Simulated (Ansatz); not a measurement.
Mulliken charges of `OC1(F)C=C1` from r2SCAN/def2-TZVPP in Ansatz (PBE0-D4/def2-TZVP geometry).

```tsv
atom	x (Å)	y (Å)	z (Å)	charge (e)
O1	0.870	0.546	1.201	-0.341
C2	-0.110	0.034	0.388	0.369
F3	-1.296	-0.003	1.101	-0.242
C4	0.168	-0.985	-0.595	-0.129
C5	-0.175	0.190	-1.055	-0.150
H6	0.529	1.344	1.617	0.209
H7	0.466	-2.001	-0.800	0.142
H8	-0.360	0.817	-1.913	0.143
```

By hand: the dipole of these point charges (1 e Å = 4.8032 D).

Σ q r = (0.106, 0.039, -0.347) e Å, of length 0.365 e Å = 1.75 D.

How does the dipole of the full density compare? (Estimate.)

Computed: (0.058, 0.130, -0.327) e Å, 1.71 D; the point charges give 1.02 times that, at 17° from its direction.

Point charges leave out the atoms' own dipoles, such as those of lone pairs, and Mulliken's split depends on the basis, so the close match here is no proof of good charges.
